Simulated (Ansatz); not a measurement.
A-type hexagonal La₂O₃ was calculated with LDA (Ansatz, an electronic-structure program, PAW).

Settings: plane-wave cutoff 520 eV, 6×6×4 k mesh (along the axes of the cell as run), Fermi–Dirac smearing 0.01 eV, scalar-relativistic PAW data made under PBE.

Starting structure:

```yaml
crystal:
  lattice:
    - [3.94000, 0.00000, 0.00000]
    - [-1.97000, 3.41214, 0.00000]
    - [0.00000, 0.00000, 6.13000]
  atoms:
    - { symbol: La, position: [0.33333, 0.66667, 0.24700] }
    - { symbol: La, position: [0.66667, 0.33333, 0.75300] }
    - { symbol: O, position: [0.00000, 0.00000, 0.00000] }
    - { symbol: O, position: [0.33333, 0.66667, 0.64700] }
    - { symbol: O, position: [0.66667, 0.33333, 0.35300] }
```

Question: Into what structure does the relaxation of cell and atoms lead at this level, with the symmetry of the start kept?

Answer: The volume falls by 5.7 %; final space group P-3m1.
```yaml
crystal:
  lattice:
    - [3.88290, 0.00000, 0.00000]
    - [-1.94145, 3.36269, 0.00000]
    - [0.00000, 0.00000, 5.95046]
  atoms:
    - { symbol: La, position: [0.33333, 0.66667, 0.24397] }
    - { symbol: La, position: [0.66667, 0.33333, 0.75603] }
    - { symbol: O, position: [0.00000, 0.00000, 0.00000] }
    - { symbol: O, position: [0.33333, 0.66667, 0.64661] }
    - { symbol: O, position: [0.66667, 0.33333, 0.35339] }
```
